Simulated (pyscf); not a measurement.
F–Si:–F [singlet] + SiH₄ → HF + F–Si:–SiH₃ [singlet], a four-centre exchange (singlet surface; F–Si, H–Si broken, F–H, Si–Si formed). Optimised with ωB97X-D3(BJ)/def2-SVP in PySCF. MP2 and CC: frozen core, UHF for open shells. ΔMP2 is the change of the MP2 total energy from the triple- to the quadruple-zeta basis. Energies in kcal/mol from the separated reactants.

Small-basis levels: PySCF, no dispersion term, spherical d functions. AM1 to PM7: differences of heats of formation from MOPAC, which are fitted to 298 K values and so differ in kind from electronic energies by zero-point and thermal terms. Cost: rough CPU time at the saddle relative to B3LYP/6-31G*, from one job on a shared machine.

```tsv
level	barrier	reaction energy	cost
HF/STO-3G	67.3	+46.2	0.04
SVWN5/6-31G*	___	+58.7	1.0
BP86/6-31G*	49.7	+59.0	1
PBE/6-31G*	46.5	+58.3	1
B3LYP/3-21G	53.2	+62.6	0.7
B3LYP/LANL2DZ	56.0	+45.0	0.7
B3LYP/6-31G*	58.8	+62.4	1
M06-2X/6-31G*	57.6	+60.3	2
B3LYP/6-311+G**	___	+48.4	2
PBE/def2-SVP	41.4	+51.7	2
PM3	54.2	+44.0	under 0.02
PM6	67.3	+54.3	under 0.02
CCSD(T)/def2-TZVPP + ΔMP2(QZVPP)	___	+52.9	–
```

Question: What belongs in the gaps?

Answer: 
- SVWN5/6-31G*, barrier: 36.4
- B3LYP/6-311+G**, barrier: 56.3
- CCSD(T)/def2-TZVPP + ΔMP2(QZVPP), barrier: 59.1

Against the last row the barrier runs from -22.7 (SVWN5/6-31G*) to +8.2 kcal/mol (HF/STO-3G); B3LYP/6-31G* happens to lie closest here (0.3 kcal/mol apart). At SVWN5/6-31G*, BP86/6-31G*, PBE/6-31G*, B3LYP/3-21G, B3LYP/6-31G*, M06-2X/6-31G*, PBE/def2-SVP this geometry lies under one side, so the entry may be no barrier of that level: it is a single point on another level's saddle. CCSD(T)/def2-TZVPP + ΔMP2(QZVPP) has limits of its own. On the product side the descent ends in a complex, 7.5 kcal/mol under the separated species and 9.9 kcal/mol under the saddle at ωB97X-D3(BJ)/def2-TZVP. At the saddle there is also a short H–Si contact that neither side keeps. At ωB97X-D3(BJ)/def2-TZVP the barrier from the zero used here is 53.3 kcal/mol. The same reactants have a lower exit, to F–SiH₃ + F–SiH: [singlet] (barrier +26.2 kcal/mol at ωB97M-D3(BJ)/def2-TZVP, against +57.8 kcal/mol here). One saddle was located; it need not be the lowest between these sides. The CCSD(T) − MP2 part came from Ansatz, without density fitting, on the same reference.
